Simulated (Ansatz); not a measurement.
Run this with Ansatz's Python interface and show what comes out.

Script `freq.py`:
```python
"""Vibrations and zero-point energy of AlClH2N."""

import itertools

import ansatz as az
from ase import Atoms
from ase.data import atomic_numbers, covalent_radii
import numpy as np

BASIS = "def2-SVP"
XC = "r2scan"

atoms = Atoms(["N", "Al", "Cl", "H", "H"], positions=[
    [-0.8795, 0.2792, -0.252],
    [0.208, -0.4634, 1.0532],
    [2.0565, -1.4511, 0.4262],
    [-0.8882, 1.3591, -0.0664],
    [-0.4469, 0.2025, -1.2024],
])
mol = az.Crystal.molecule_from_ase(atoms)

calculation = mol.calculation()
calculation = calculation.basis(gaussian=BASIS)
calculation = calculation.functional(XC).spin("collinear", total=1)
symbols = [site.symbol for site in mol.cartesian_sites]
start = np.array([site.position_ang for site in mol.cartesian_sites], dtype=float)
report = calculation.relax(force_tolerance=0.003).run(threads=1, backend="cpu").report
end = np.array(report["positions_ang"])

# pairs closer than 1.2 times the sum of covalent radii, before or after
radius = [covalent_radii[atomic_numbers[s]] for s in symbols]
span = lambda where, i, j: np.linalg.norm(where[i] - where[j])
bonded = [(i, j) for i, j in itertools.combinations(range(len(symbols)), 2) if min(span(start, i, j), span(end, i, j)) < 1.2 * (radius[i] + radius[j])]
print("pair        before    after (A)")
for i, j in bonded:
    print(f"{symbols[i]}{i}-{symbols[j]}{j}".ljust(10), f"{span(start, i, j):8.4f} {span(end, i, j):8.4f}")

# same settings at the minimum
minimum = az.Crystal.molecule()
for symbol, place in zip(symbols, end):
    minimum = minimum.atom(symbol, place.tolist())
vibrating = (
    minimum.calculation()
    .basis(gaussian=BASIS)
    .functional(XC)
    .spin("collinear", total=1)
    .phonons(temperatures=(100, 500, 100))
)
vib = vibrating.run(threads=1, backend="cpu").report["vibrations"]
sums = vib["harmonic_sums"]
modes = [m["omega_inv_cm"] for m in sums["modes_at_gamma"] if m["rigid_motion"] == "no"]
print("frequencies (1/cm):", " ".join(f"{w:.0f}" for w in modes))
print("imaginary modes:", sum(w < 0 for w in modes), " zero-point energy:", round(sums["zero_point_energy_ev"], 4), "eV")
print("T (K)   F_vib (eV)   S_vib (meV/K)   C_vib (meV/K)")
for row in zip(sums["temperatures_k"], sums["vibrational_free_energy_ev"], vib["entropy_ev_per_k"], vib["heat_capacity_ev_per_k"]):
    print(f"{row[0]:6.1f} {row[1]:11.4f} {1000 * row[2]:13.4f} {1000 * row[3]:15.4f}")
```

Running `python freq.py` prints:
```text
pair        before    after (A)
N0-Al1       1.8541   1.7744
N0-H3        1.0958   1.0155
N0-H4        1.0470   1.0179
Al1-Cl2      2.1876   2.1283
frequencies (1/cm): 172 345 399 487 632 822 1508 3563 3669
imaginary modes: 0  zero-point energy: 0.7189 eV
T (K)   F_vib (eV)   S_vib (meV/K)   C_vib (meV/K)
 100.0      0.7181        0.0333          0.0818
 200.0      0.7098        0.1387          0.2356
 300.0      0.6900        0.2561          0.3427
 400.0      0.6588        0.3648          0.4113
 500.0      0.6174        0.4619          0.4579
```

Reading the output:
- The settings weren't tested for convergence.
- The frequencies are harmonic and unscaled, in a modest basis.
- The run takes the species as open-shell (spin multiplicity 2), which needn't be its ground state.
- Finished in 110 s on 1 thread of Intel(R) Xeon(R) Platinum 8259CL CPU @ 2.50GHz (Skylake/Cascade Lake), on a shared host, peak memory 0.26 GiB.
